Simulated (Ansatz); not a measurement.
Input file:

```yaml
crystal:
  periodic: [false, false, false]
  atoms:
    - {symbol: B, position_ang: [0.000000, -0.860948, 0.000000]}
    - {symbol: F, position_ang: [0.000000, 0.244960, -0.967951]}
    - {symbol: F, position_ang: [0.000000, 0.244960, 0.967951]}
basis:
  gaussian: {orbitals: cc-pVDZ}
magnetization: {spin_polarized: false, initial_magnetization: 1}
correlation: {method: fic_mrcisd_q, electrons: outside_noble_gas, active_space: {window: {electrons: 13, orbitals: 10}, shells: [{species: B, l: s, shell: 2}, {species: B, l: p, shell: 2}, {species: F, l: p, shell: 2}]}}
```

```sh
$ ansatz run in.yaml --threads 1 --pin off --events-out ev --progress --plain --max-ram 2393MiB
```

Q: Roughly how long does this take on 1 thread of Arm Neoverse V1, shared host, and how much host memory?

A: 9 s wall and 0.56 GiB.

```
735 factors; integrals over basis functions are off by at most 1.5e-7 eV
mean field evaluation 1: about -6078.8549 eV, gradient 3.6e1 eV
mean field evaluation 2: about -6078.9361 eV, gradient 3.6e1 eV
mean field evaluation 4: about -6082.2710 eV, gradient 2.4e0 eV
mean field evaluation 8: about -6082.3457 eV, gradient 1.2e-1 eV
mean field -6082.34583317 eV, -223.5220866070 hartree, gradient 9.3e-6 eV, S^2 0.750000; 0 other end points of the search recorded, 0 dependent functions left out
reference -6082.34583317 eV, -223.5220866070 hartree; 12, 11 occupied and 30, 31 virtual orbitals, 735 factors
state -6084.94699622 eV, -223.6176775857 hartree
contracted CI cycle   1: correlation 0.00000000 eV, 0.0000000000 hartree, residual 3.92e1 eV
contracted CI cycle   2: correlation -8.86481442 eV, -0.3257759210 hartree, residual 6.43e0 eV
contracted CI cycle   3: correlation -9.16536081 eV, -0.3368207972 hartree, residual 1.36e0 eV
contracted CI cycle   4: correlation -9.18113553 eV, -0.3374005075 hartree, residual 3.58e-1 eV
contracted CI cycle   5: correlation -9.18217569 eV, -0.3374387326 hartree, residual 8.79e-2 eV
contracted CI cycle   6: correlation -9.18224168 eV, -0.3374411578 hartree, residual 2.63e-2 eV
contracted CI cycle   7: correlation -9.18224750 eV, -0.3374413716 hartree, residual 9.04e-3 eV
contracted CI cycle   8: correlation -9.18224815 eV, -0.3374413955 hartree, residual 2.65e-3 eV
contracted CI cycle   9: correlation -9.18224821 eV, -0.3374413976 hartree, residual 7.80e-4 eV
state -6084.94699622 eV, -223.6176775857 hartree; corrected -6094.74899332 eV, -223.9778943352 hartree
Total energy: -6094.74899332 eV, -223.9778943352 hartree
Checks for a lower state left out: starts, orbital_swaps
```

For the same geometry and basis UCCSDT(Q) lies 110.1 meV lower.
